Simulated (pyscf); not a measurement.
## Substitution at C: `[CH3][In]([OH])[OH]` + `[H]` [doublet] → `[CH4]` + `[OH][In][OH]` [doublet]

Gas phase, doublet surface, charge 0. Bonds broken: C1–In2. Bonds formed: C1–H10. PySCF, gas phase, ωB97X-D3(BJ)/def2-SVP geometries.

Transition state (Å):

```xyz
10

C      0.8165     0.6571     0.6824
In    -1.1898     0.2363    -0.3677
O     -2.0189    -1.4210    -1.1416
O     -2.4208     1.7979    -0.5949
H      0.6947     0.0089     1.5534
H      0.6516     1.7303     0.8100
H      1.4989     0.3284    -0.1047
H     -1.4721    -2.2109    -1.0593
H     -3.2421     1.5508    -1.0382
H      2.2252     1.0332     1.4385
```

One imaginary mode, 1383i cm⁻¹; descent along it reached the two sides named.

```csv
bond,change,reactant side (Å),saddle,product side
C1–In2,breaks,2.131,2.303,3.5
C1–H10,forms,3.8,1.642,1.101
```

Electronic energies relative to the separated reactants (kJ/mol):

```
level                   barrier  reaction energy  reverse barrier
----------------------  -------  ---------------  ---------------
ωB97X-D3(BJ)/def2-TZVP     60.0           -176.3            236.3
PBE/def2-TZVP              17.1           -200.3            217.4
r²SCAN/def2-TZVP           18.5           -202.9            221.4
B3LYP-D3(BJ)/def2-TZVP     23.5           -210.5            234.0
PBE0-D3(BJ)/def2-TZVP      35.7           -189.7            225.4
M06-2X/def2-TZVP           48.3           -195.3            243.5
ωB97M-D3(BJ)/def2-TZVP     53.1           -193.0            246.1
HF/def2-TZVP              102.0           -184.8            286.7
```

With ωB97M-D3(BJ)/def2-TZVP energies and thermal terms (ideal gas, 1 atm, RRHO with modes under 100 cm⁻¹ raised to 100, one conformer, R ln 2 for rigid chiral ones), in kJ/mol:

```json
[
 {"T (K)": "298", "ΔH‡": "55.0", "ΔG‡": "83.5", "ΔH": "-174.9", "ΔG": "-183.7"},
 {"T (K)": "600", "ΔH‡": "52.7", "ΔG‡": "113.2", "ΔH": "-182.1", "ΔG": "-190.0"},
 {"T (K)": "900", "ΔH‡": "51.1", "ΔG‡": "143.8", "ΔH": "-189.3", "ΔG": "-192.3"},
 {"T (K)": "1200", "ΔH‡": "49.6", "ΔG‡": "175.0", "ΔH": "-195.6", "ΔG": "-192.4"}
]
```

Abstraction by the radical was not located in this set and often lies lower. One saddle was located; it need not be the lowest between these sides. The angle at the attacked C is 177°. Elements past Kr carry the def2 core potentials, without spin-orbit coupling.
